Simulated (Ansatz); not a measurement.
# CHN: the cost of one run

Program: Ansatz 0.2.0. Level of theory: the levels named in each step. These are calculated values, not measurements.

## (1) The starting structure

Bond lengths: C1–N2 1.138 Å, C1–H3 1.058 Å. Angles: N2–C1–H3 180.0°.

Coordinates:

```xyz
3

C     0.0000    0.0000   -0.0264
N     0.0000    0.0000    1.1112
H     0.0000    0.0000   -1.0848
```

## (2) A rough first relaxation, PBE-D4/def2-SVP

Contents of input.yaml:

```yaml
crystal:
  periodic: [false, false, false]
  atoms:
    - { symbol: C, position_ang: [0.0, 0.0, -0.0264] }
    - { symbol: "N", position_ang: [0.0, 0.0, 1.11118] }
    - { symbol: H, position_ang: [0.0, 0.0, -1.08478] }
magnetization:
  spin_polarized: true
  initial_magnetization: 1
total_charge: 1
basis:
  gaussian: { orbitals: def2-SVP }
hamiltonian:
  xc: pbe
  dispersion: d4
relax:
  f_tol: 0.03
  max_steps: 200
```

Launch:

```
ansatz run input.yaml --threads 2 --pin off --max-ram 5120MiB --backend cpu --events-out ev --progress --plain --runs-dir out
```

Q: Estimate wall time and peak memory on 2 threads of AMD EPYC 9R45 (Zen 5), shared host.

About 3.7 s, with a peak of 0.12 GiB.
